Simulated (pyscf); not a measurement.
H₂N–Si(NH₂)(NH₂)–F + hydrogen (H₂) → H₂N–SiH(NH₂)–NH₂ + hydrogen fluoride (HF), a four-centre exchange (singlet surface; F–Si, H–H broken, H–Si, F–H formed). Single points on ωB97X-D3(BJ)/def2-SVP structures (PySCF, gas phase). Energies in kcal/mol from the separated reactants.

Small-basis levels: PySCF, no dispersion term, spherical d functions. 

In single points B3LYP/6-31G* puts the saddle at 59.5 kcal/mol and the reaction energy at +44.9 kcal/mol. Should these be trusted to within a few kcal/mol? Compare with ωB97M-D3(BJ)/def2-TZVP.

ωB97M-D3(BJ)/def2-TZVP gives ΔE‡ = 54.5 kcal/mol and ΔE = +36.0 kcal/mol. B3LYP/6-31G* lies 5.0 kcal/mol over it in the barrier and 8.9 kcal/mol over it in the reaction energy, so on this step it does not hold to within 3.0 kcal/mol. ωB97M-D3(BJ)/def2-TZVP has limits of its own. On the product side the descent ends in a complex, 4.8 kcal/mol under the separated species and 23.8 kcal/mol under the saddle at ωB97X-D3(BJ)/def2-TZVP. This is the saddle that the search found; another between the same sides may lie lower.
